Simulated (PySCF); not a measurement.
C4H5Cl.
Numbering: `[Cl:1][C@H:2]1[C@H:3]2[CH2:4][C@@H:5]12` (hydrogens: H6 on C2; H7 on C3; H8, H9 on C4; H10 on C5)

Method used: MP2 and CCSD/aug-cc-pVDZ in PySCF, restricted Hartree–Fock reference, 9 core orbitals frozen, non-relativistic, gas phase, PBE0-D3(BJ)/def2-SVP geometry.

E(HF) = -613.81598 Eh.

(1) How large is the problem?

(2) What are the MP2 and CCSD correlation energies?

(3) What is the T1 diagnostic?

(4) How does correlation change the dipole moment?

## Answers

(1) 164 basis functions and 46 electrons; 9 orbitals frozen, which leaves o = 14 correlated occupied and v = 141 virtual orbitals. That is o·v = 1974 singles and o·v(o·v + 1)/2 = 1949325 distinct closed-shell doubles amplitudes before symmetry; the costliest CCSD step grows as o²v⁴ = 7.7 × 10^10.

(2) MP2 -0.7110 Eh and CCSD -0.7519 Eh, which gives totals of -614.52694 and -614.56791 Eh. That is 0.731 eV for each correlated electron at CCSD (1974 kJ/mol in all, 0.122 % of the total energy); MP2 gives 94.6 % of the CCSD value.

(3) 0.0092, below the customary warning level of 0.02. It is the norm of the spatial-orbital singles amplitudes over the root of the number of correlated electrons, so the norm is 0.049.

(4) HF gives 3.09 D and CCSD (unrelaxed density) 2.84 D, a change of -0.25 D.

Connected triples and the basis-set limit are missing.

The job also held the EOM ionisation roots. The run took 5.7 min wall on one thread, Arm Neoverse V2, no GPU, shared host.
